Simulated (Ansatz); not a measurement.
Born–Oppenheimer molecular dynamics of CH2FSi (5 atoms, charge 1, multiplicity 1). It starts from a relaxed structure.

Level of theory: Ansatz 0.2.0, UKS r2SCAN-D4/STO-3G.

```json
{
 "ensemble": "NVE (velocity Verlet)",
 "time step": "1 fs",
 "steps asked": "266",
 "starting velocities drawn for": "300 K",
 "seed": "311575"
}
```

Frames 5 fs apart, positions in Å, forces in eV/Å.

Velocities at 70.0 fs (Å/ps):

```
F -0.51 -0.79 1.57
C 2.68 1.77 -4.72
Si -0.29 0.39 1.51
H -0.66 0.88 2.19
H -13.70 -17.99 -17.64
```

```xyz
5
Properties=species:S:1:pos:R:3:forces:R:3 time_fs=70.0 energy_less_start_eV=0.047 T=182
F -0.121 -1.544 0.757 0.28 0.41 -0.08
C -0.307 -0.412 0.068 0.05 -1.39 0.57
Si 0.329 1.278 0.433 0.51 0.62 -0.34
H -1.215 -0.552 -0.564 -0.55 0.36 -0.57
H 1.308 1.269 -0.725 -0.28 0.00 0.41
5
Properties=species:S:1:pos:R:3:forces:R:3 time_fs=75.0 energy_less_start_eV=0.051 T=171
F -0.122 -1.544 0.763 0.08 0.60 -0.60
C -0.296 -0.419 0.051 -1.08 -1.23 0.57
Si 0.330 1.282 0.439 0.22 0.34 -0.21
H -1.246 -0.508 -0.599 0.62 0.11 0.21
H 1.212 1.188 -0.763 0.17 0.19 0.03
5
Properties=species:S:1:pos:R:3:forces:R:3 time_fs=80.0 energy_less_start_eV=0.080 T=96
F -0.122 -1.538 0.763 -0.08 -0.60 -0.23
C -0.301 -0.446 0.048 0.22 1.18 0.93
Si 0.333 1.290 0.443 -0.06 -0.26 -0.23
H -1.198 -0.450 -0.625 -0.42 -0.54 -0.33
H 1.150 1.148 -0.791 0.34 0.22 -0.13
5
Properties=species:S:1:pos:R:3:forces:R:3 time_fs=85.0 energy_less_start_eV=0.075 T=110
F -0.123 -1.540 0.759 0.04 -1.11 0.24
C -0.308 -0.454 0.059 -0.45 1.61 -0.43
Si 0.336 1.295 0.444 0.15 -0.33 -0.76
H -1.187 -0.502 -0.685 0.35 -0.31 0.45
H 1.156 1.159 -0.831 -0.09 0.15 0.51
5
Properties=species:S:1:pos:R:3:forces:R:3 time_fs=90.0 energy_less_start_eV=0.055 T=159
F -0.123 -1.552 0.758 0.20 0.18 0.05
C -0.319 -0.434 0.066 0.30 -0.55 0.23
Si 0.339 1.298 0.440 -0.46 0.03 0.15
H -1.141 -0.617 -0.681 -0.41 0.39 -0.21
H 1.163 1.202 -0.784 0.38 -0.04 -0.22
5
Properties=species:S:1:pos:R:3:forces:R:3 time_fs=95.0 energy_less_start_eV=0.077 T=104
F -0.121 -1.564 0.757 0.11 0.94 -0.16
C -0.328 -0.423 0.074 0.06 -1.65 -0.20
Si 0.339 1.300 0.436 -0.23 0.14 -0.06
H -1.151 -0.645 -0.689 0.04 0.70 0.27
H 1.239 1.239 -0.761 0.02 -0.13 0.15
5
Properties=species:S:1:pos:R:3:forces:R:3 time_fs=100.0 energy_less_start_eV=0.024 T=240
F -0.118 -1.565 0.755 -0.16 0.27 -0.09
C -0.333 -0.440 0.081 0.70 0.20 -0.08
Si 0.337 1.304 0.432 -0.03 -0.27 -0.21
H -1.181 -0.533 -0.660 -0.27 -0.08 0.08
H 1.324 1.247 -0.710 -0.24 -0.12 0.30
5
Properties=species:S:1:pos:R:3:forces:R:3 time_fs=105.0 energy_less_start_eV=0.058 T=155
F -0.117 -1.563 0.752 -0.23 -0.57 0.16
C -0.326 -0.453 0.084 0.16 1.78 -0.44
Si 0.334 1.305 0.427 -0.41 -0.55 0.40
H -1.250 -0.432 -0.593 0.18 -0.63 0.28
H 1.373 1.228 -0.611 0.30 -0.03 -0.39
5
Properties=species:S:1:pos:R:3:forces:R:3 time_fs=110.0 energy_less_start_eV=0.041 T=194
F -0.118 -1.566 0.750 0.08 0.11 -0.02
C -0.315 -0.436 0.081 -0.27 0.30 0.31
Si 0.329 1.302 0.424 0.54 -0.32 -0.17
H -1.296 -0.462 -0.484 0.03 -0.21 -0.29
H 1.461 1.204 -0.571 -0.37 0.12 0.16
5
Properties=species:S:1:pos:R:3:forces:R:3 time_fs=115.0 energy_less_start_eV=0.096 T=55
F -0.118 -1.568 0.748 0.44 0.80 -0.07
C -0.311 -0.414 0.083 -1.04 -1.57 0.42
Si 0.327 1.297 0.420 0.39 0.17 0.20
H -1.321 -0.535 -0.430 0.30 0.48 -0.43
H 1.486 1.206 -0.514 -0.09 0.11 -0.13
5
Properties=species:S:1:pos:R:3:forces:R:3 time_fs=120.0 energy_less_start_eV=0.052 T=167
F -0.114 -1.561 0.746 0.22 0.32 0.19
C -0.324 -0.419 0.093 -0.34 -0.72 -0.05
Si 0.328 1.292 0.418 -0.04 0.18 0.54
H -1.296 -0.514 -0.478 -0.01 0.23 -0.31
H 1.490 1.233 -0.488 0.17 -0.01 -0.36
5
Properties=species:S:1:pos:R:3:forces:R:3 time_fs=125.0 energy_less_start_eV=0.070 T=123
F -0.106 -1.551 0.746 -0.24 -0.67 0.45
C -0.345 -0.436 0.100 0.34 1.31 -1.03
Si 0.330 1.289 0.421 0.33 -0.04 0.08
H -1.256 -0.446 -0.588 0.08 -0.46 0.32
H 1.511 1.257 -0.528 -0.51 -0.14 0.18
```

Of the whole run (266 fs, mean temperature of the second half 151 K): The conserved energy stayed within 0.32 meV per atom of its start (net change 0.19 meV per atom), so the integration is sound. The temperature averaged 0.50 of the 300 K drawn at the start: a run that starts near a minimum puts about half its kinetic energy into the potential. A run of 0.27 ps of so small a system gives no equilibrium averages. Limits of this set-up: minimal basis, the dipole of an ion depends on the origin.

Time of the run: 4.9 min on 1 thread of Intel(R) Xeon(R) Platinum 8488C (Sapphire Rapids), with other jobs on the host, peak memory 0.14 GiB.
